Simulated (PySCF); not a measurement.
Gas-phase reaction: 2 AlF3 + 2 O + 2 H = 2 AlF2OH + F2

Method: PySCF energies (xtb for GFN2) plus ideal-gas RRHO corrections (1 bar). † marks an energy on the PBE0/def2-TZVP geometry and frequencies; other levels use their own. CCSD(T) freezes the core. 6-31G* has spherical d functions here. Open shells (unrestricted): O (multiplicity 3), H (multiplicity 2); the rest are closed-shell singlets. GFN2 has no spin-polarisation term. Spin-orbit splitting is ignored; it lowers the true energy and changes the entropy of O. B3LYP is the form with VWN-RPA correlation. AlF2OH: computed as isolated molecules; such fragments, hydroxides, amides, oligomers or adducts are transient or little studied in the gas. CCSD(T) isn't extrapolated to the basis-set limit.

```tsv
level	ΔH°(298 K), kJ
B3LYP/6-31G*	-740
BLYP/def2-TZVP†	-818
CCSD(T)/def2-SVP†	-678
GFN2-xTB	-1663
PBE/def2-SVP	(withheld)
PBE/def2-TZVP†	-848
PBE0/def2-QZVP†	(withheld)
PBE0/def2-SVP†	(withheld)
LDA/def2-TZVP†	(withheld)
```

Task: Fill in the missing entries.

Result: 
- PBE/def2-SVP, ΔH°(298 K), kJ: -854
- PBE0/def2-QZVP†, ΔH°(298 K), kJ: -765
- PBE0/def2-SVP†, ΔH°(298 K), kJ: -759
- LDA/def2-TZVP†, ΔH°(298 K), kJ: -1066
